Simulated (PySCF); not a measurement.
CH2O2, SMILES O=CO. Geometry optimised at PBE0-D3(BJ)/def2-TZVP. Other conformers were not sampled.

Computed with PBE0-D3(BJ)/def2-TZVP in PySCF.

Harmonic wavenumbers (cm⁻¹): 636, 693, 1063, 1150, 1318, 1405, 1854, 3063, 3765. Rotational constants (GHz): 78.35, 12.19, 10.55; symmetry number 1.

### Question
Work out the zero-point energy and the ideal-gas rigid-rotor harmonic-oscillator thermochemistry at 298.15 K and 1 atm.

### Answer
ZPE = ½ Σ hcν = ½ × 14948 cm⁻¹ = 89.41 kJ/mol. H − E(el) = 100.17 kJ/mol. Entropy in J/(mol K): translation 156.50, rotation 87.84, vibration 3.66, total 248.00. G − E(el) = 26.23 kJ/mol. Cp = 44.20 J/(mol K).
